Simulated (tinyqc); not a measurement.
Inside a calculation. Method: CISD on RHF in the sto-3g basis, frozen core, for LiH, spin multiplicity 1. One step of it, computed by the program tinyqc.

Problem. Integrals over molecular orbitals. (pq|rs) = sum C_ip C_jq C_kr C_ls (ij|kl), one index at a time.

coefficients C:
```
,MO1,MO2,MO3,MO4,MO5,MO6
1Li 1s,0.991030,-0.177932,-0.208051,0.000000,0.000000,0.071354
1Li 2s,0.031610,0.442270,0.802478,0.000000,0.000000,-0.759987
1Li 2px,0.000000,0.000000,0.000000,-0.365805,0.930692,0.000000
1Li 2py,0.000000,0.000000,0.000000,0.930692,0.365805,0.000000
1Li 2pz,-0.007611,0.350918,-0.612687,0.000000,0.000000,-1.022661
2H 1s,0.008289,0.542547,-0.131806,0.000000,0.000000,1.258347
```

core Hamiltonian H = T + V (hartree):
```
,1Li 1s,1Li 2s,1Li 2px,1Li 2py,1Li 2pz,2H 1s
1Li 1s,-4.768297,-1.071903,0.000000,0.000000,-0.019285,-0.408963
1Li 2s,-1.071903,-1.411355,0.000000,0.000000,-0.129415,-0.783131
1Li 2px,0.000000,0.000000,-1.149173,0.000000,0.000000,0.000000
1Li 2py,0.000000,0.000000,0.000000,-1.149173,0.000000,0.000000
1Li 2pz,-0.019285,-0.129415,0.000000,0.000000,-1.253093,-0.906005
2H 1s,-0.408963,-0.783131,0.000000,0.000000,-0.906005,-1.547991
```

Two-electron integrals (ij|kl) in chemists' order, unique and non-zero (hartree):
```
i,j,k,l,(ij|kl)
1,1,1,1,1.680395
2,1,1,1,0.265420
2,1,2,1,0.049941
2,2,1,1,0.397727
2,2,2,1,0.092860
2,2,2,2,0.290562
3,1,3,1,0.008981
3,2,3,1,0.013788
3,2,3,2,0.064184
3,3,1,1,0.396640
3,3,2,1,0.092880
3,3,2,2,0.290497
3,3,3,3,0.312946
4,1,4,1,0.008981
4,2,4,1,0.013788
4,2,4,2,0.064184
4,3,4,3,0.016869
4,4,1,1,0.396640
4,4,2,1,0.092880
4,4,2,2,0.290497
4,4,3,3,0.279207
4,4,4,4,0.312946
5,1,5,1,0.008981
5,2,5,1,0.013788
5,2,5,2,0.064184
5,3,5,3,0.016869
5,4,5,4,0.016869
5,5,1,1,0.396640
5,5,2,1,0.092880
5,5,2,2,0.290497
5,5,3,3,0.279207
5,5,4,4,0.279207
5,5,5,5,0.312946
6,1,1,1,0.096259
6,1,2,1,0.018178
6,1,2,2,0.034253
6,1,3,3,0.033848
6,1,4,4,0.033848
6,1,5,1,0.002149
6,1,5,2,0.004086
6,1,5,5,0.035078
6,1,6,1,0.007231
6,2,1,1,0.173691
6,2,2,1,0.040783
6,2,2,2,0.129158
6,2,3,3,0.123209
6,2,4,4,0.123209
6,2,5,1,0.006692
6,2,5,2,0.036243
6,2,5,5,0.140921
6,2,6,1,0.017557
6,2,6,2,0.088009
6,3,3,1,0.003765
6,3,3,2,0.016130
6,3,5,3,0.005998
6,3,6,3,0.007375
6,4,4,1,0.003765
6,4,4,2,0.016130
6,4,5,4,0.005998
6,4,6,4,0.007375
6,5,1,1,0.200967
6,5,2,1,0.047795
6,5,2,2,0.157527
6,5,3,3,0.147264
6,5,4,4,0.147264
6,5,5,1,0.010484
6,5,5,2,0.055411
6,5,5,5,0.177851
6,5,6,1,0.021663
6,5,6,2,0.118869
6,5,6,5,0.164002
6,6,1,1,0.359775
6,6,2,1,0.086096
6,6,2,2,0.294127
6,6,3,3,0.269361
6,6,4,4,0.269361
6,6,5,1,0.017682
6,6,5,2,0.109492
6,6,5,5,0.343121
6,6,6,1,0.039326
6,6,6,2,0.243980
6,6,6,5,0.344288
6,6,6,6,0.774606
```

Give: one-electron integrals over orbitals h = C^T H C; Two-electron integrals over orbitals.

Solution.

one-electron integrals over orbitals h = C^T H C (hartree):
```
,1,2,3,4,5,6
1,-4.759,0.111,0.169,0.000,0.000,-0.021
2,0.111,-1.548,0.037,0.000,0.000,-0.097
3,0.169,0.037,-1.135,0.000,0.000,0.033
4,0.000,0.000,0.000,-1.149,0.000,0.000
5,0.000,0.000,0.000,0.000,-1.149,0.000
6,-0.021,-0.097,0.033,0.000,0.000,-0.927
```

Two-electron integrals over orbitals (pq|rs), unique and non-zero (hartree); the lowest 1 orbital is frozen and left out:
```
p,q,r,s,(pq|rs)
2,2,2,2,0.497
3,2,2,2,-0.046
3,2,3,2,0.012
3,3,2,2,0.228
3,3,3,2,0.006
3,3,3,3,0.339
4,2,4,2,0.024
4,3,4,2,0.019
4,3,4,3,0.041
4,4,2,2,0.277
4,4,3,2,4.35e-03
4,4,3,3,0.282
4,4,4,4,0.313
5,2,5,2,0.024
5,3,5,2,0.019
5,3,5,3,0.041
5,4,5,4,0.017
5,5,2,2,0.277
5,5,3,2,4.35e-03
5,5,3,3,0.282
5,5,4,4,0.279
5,5,5,5,0.313
6,2,2,2,0.135
6,2,3,2,-0.033
6,2,3,3,-0.008
6,2,4,4,-0.009
6,2,5,5,-0.009
6,2,6,2,0.123
6,3,2,2,-0.051
6,3,3,2,0.008
6,3,3,3,0.036
6,3,4,4,1.11e-03
6,3,5,5,1.11e-03
6,3,6,2,-0.031
6,3,6,3,0.026
6,4,4,2,-0.019
6,4,4,3,-0.014
6,4,6,4,0.019
6,5,5,2,-0.019
6,5,5,3,-0.014
6,5,6,5,0.019
6,6,2,2,0.458
6,6,3,2,-0.042
6,6,3,3,0.242
6,6,4,4,0.270
6,6,5,5,0.270
6,6,6,2,0.143
6,6,6,3,-0.043
6,6,6,6,0.457
```
